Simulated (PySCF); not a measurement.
Cartesian coordinates (Å):
SMILES: C[O]
```xyz
5

C      0.0075    -0.0241     0.0605
O     -0.0761     1.3197    -0.1350
H      0.9372    -0.4912    -0.3415
H     -0.1752    -0.3483     1.1120
H     -0.8334    -0.4640    -0.5390
```
Charge 0, spin multiplicity 2.

Estimate the total energy, highest occupied spin orbital and dipole moment that PBE-D3(BJ)/def2-TZVP // TPSS-D3(BJ)/def2-SVP run with PySCF returns for this input.


```json
{
  "total_energy": "-3128.31 eV",
  "highest_occupied_spin_orbital": "-5.96 eV",
  "dipole_moment": "0.437 e·Å"
}
```
